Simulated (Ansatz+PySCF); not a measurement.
## singlet C4H8: levels of theory in one basis

```tsv
atom	x (Å)	y (Å)	z (Å)
C	0.0021	-0.0077	-1.4531
C	-0.0036	-0.0033	-0.1297
C	0.0071	1.2745	0.6713
C	0.0079	-1.2747	0.6726
H	0.0004	-0.9430	-2.0271
H	0.0086	0.9313	-2.0342
H	-0.0007	2.1572	0.0250
H	-0.8923	1.3251	1.3386
H	0.8904	1.3196	1.3437
H	0.0096	-2.1643	0.0326
H	0.8834	-1.3305	1.3337
H	-0.8895	-1.3284	1.3392
```

Basis set: def2-SVP (spherical functions). Left uncorrelated: 4 orbitals. Charge 0, multiplicity 1.

Computed with Ansatz (development build ahead of 0.2.0); each method stands on the lowest determinant of its kind that the runs found. NEVPT2 correlates all electrons. Active spaces start from the frontier orbitals, and the lowest solution found is given.

| method | E − E(RHF) (eV) | <S²> of the determinant |
| --- | --- | --- |
| RHF | 0.00 | 0.00 |
| RHF-MP2 | -15.30 | – |
| SC-NEVPT2(2,2) | -15.70 | – |

Task: What does CASSCF(2,2) give on the same scale?

Result: -0.72 eV.

Task: Is a single determinant a sound starting point here?

Result: By this sign, yes. Unrestricted orbitals gain 0.00 eV and <S²> is 0.00 against 0.00 for a pure state. The CASSCF(2,2) natural occupations are 1.92, 0.08.
